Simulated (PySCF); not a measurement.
# H3PO (SMILES O=[PH3]): CCSD/Roos-DZ

Aim: the vertical singlet–triplet gap of H3PO at CCSD/Roos-DZ, from 2 runs. Input form: an ASE script.

Program for the calculation: PySCF 2.14.0.

1 further run of the same task is left out (set aside as unsound or not needed).

## Step 1: The molecule

The species is H3PO (5 atoms), meant as a singlet with charge 0. SMILES: `O=[PH3]`. The coordinates come from a GFN2-xTB relaxation.

Bond lengths: O1–P2 1.453 Å, P2–H3 1.388 Å, P2–H4 1.387 Å, P2–H5 1.387 Å. Angles: O1–P2–H3 115.2°, O1–P2–H4 115.3°, O1–P2–H5 115.2°, H3–P2–H4 103.2°, H3–P2–H5 103.0°, H4–P2–H5 103.2°.

## Step 2: Energy and gradient at CCSD/Roos-DZ

input.py reads:

```python
import pyscf.grad
from pyscf import gto, cc
from pyscf.pbc.tools.pyscf_ase import PySCF, ase_atoms_to_pyscf
from ase import Atoms

atoms = Atoms(['O', 'P', 'H', 'H', 'H'], positions=[
    [-1.381960, -0.328270, 0.532950],
    [-0.058510, -0.014650, 0.022530],
    [0.807060, 0.564860, 0.939400],
    [0.663660, -1.098320, -0.454890],
    [-0.030250, 0.876380, -1.039990],
])

mol = gto.Mole()
mol.atom = ase_atoms_to_pyscf(atoms)
mol.spin = 0
mol.max_memory = 1860
mol.verbose = 0
mol.basis = 'roos-dz'
mol.build()

mf = mol.RHF()
atoms.calc = PySCF(method=cc.CCSD(mf, frozen=6))

e_ev = atoms.get_potential_energy()
print('energy %.6f eV' % e_ev)
forces = atoms.get_forces()
print('forces (eV/A)')
print(forces.round(5))
```

Launch:

```bash
$ OMP_NUM_THREADS=1 python input.py
```

What it wrote:

```text
energy -11367.988185 eV
forces (eV/A)
[[-2.621   -0.62546  1.01092]
 [ 1.42456  0.35681 -0.5364 ]
 [ 0.48267  0.20136  0.14096]
 [ 0.45256 -0.23049 -0.22423]
 [ 0.26121  0.29778 -0.39125]]
```

It took 31 s on 1 thread of AMD EPYC 9B14 (Zen 4), shared host; peak memory 0.6 GiB.

## Step 3: The triplet at the same level

run.py reads:

```python
import pyscf.grad
from pyscf import gto, scf, cc
from pyscf.pbc.tools.pyscf_ase import PySCF, ase_atoms_to_pyscf
from ase import Atoms

atoms = Atoms(['O', 'P', 'H', 'H', 'H'], positions=[
    [-1.381960, -0.328270, 0.532950],
    [-0.058510, -0.014650, 0.022530],
    [0.807060, 0.564860, 0.939400],
    [0.663660, -1.098320, -0.454890],
    [-0.030250, 0.876380, -1.039990],
])

molecule = gto.Mole()
molecule.atom = ase_atoms_to_pyscf(atoms)
molecule.max_memory = 1860
molecule.verbose = 0
molecule.basis = 'roos-dz'
molecule.spin = 2
molecule.build()

mf = scf.UHF(molecule)
atoms.calc = PySCF(method=cc.CCSD(mf, frozen=6))

e_ev = atoms.get_potential_energy()
print('energy %.6f eV' % e_ev)
forces = atoms.get_forces()
print('forces (eV/A)')
print(forces.round(5))
```

Launch:

```bash
$ OMP_NUM_THREADS=1 python run.py
```

What it wrote:

```text
energy -11361.651942 eV
forces (eV/A)
[[-9.46075 -1.71632  3.66675]
 [ 9.9122   1.14161 -3.84968]
 [-0.11289  0.27839  0.43456]
 [ 0.07304 -0.09381 -0.06676]
 [-0.4116   0.39014 -0.18487]]
```

Wall time 61 s (1 thread of AMD EPYC 9B14 (Zen 4), shared host); peak memory 1.3 GiB.

## Step 4: Results

Level: CCSD/Roos-DZ, 6 core orbitals frozen.

| quantity | value |
| --- | --- |
| singlet: total energy | -417.76586 Eh |
| singlet: dipole moment (Hartree–Fock density) | 4.14 D |
| singlet: HOMO energy (Hartree–Fock orbitals) | -12.19 eV |
| singlet: LUMO energy (Hartree–Fock orbitals) | 0.83 eV |
| singlet: HOMO–LUMO gap (Hartree–Fock orbitals) | 13.02 eV |
| singlet: correlation energy (6 core orbitals frozen) | -374.8 mEh |
| singlet: T1 diagnostic | 0.015 |
| singlet: largest force on an atom | 2.878 eV/Å |
| triplet: total energy | -417.53301 Eh |
| triplet: dipole moment (Hartree–Fock density) | 0.39 D |
| triplet: HOMO energy (Hartree–Fock orbitals) (highest over α and β) | -4.23 eV |
| triplet: LUMO energy (Hartree–Fock orbitals) (lowest over α and β) | -0.85 eV |
| triplet: correlation energy (6 core orbitals frozen) | -347.9 mEh |
| triplet: ⟨S²⟩ of the reference determinant | 2.009 |
| triplet: T1 diagnostic | 0.031 |
| triplet: largest force on an atom | 10.695 eV/Å |
| vertical energy of the triplet above the singlet | 6.336 eV |

At this shape the triplet lies 6.34 eV (611 kJ/mol) above the singlet. The largest force (singlet) is 2.88 eV/Å: the shape isn't a stationary point for this species at this level.
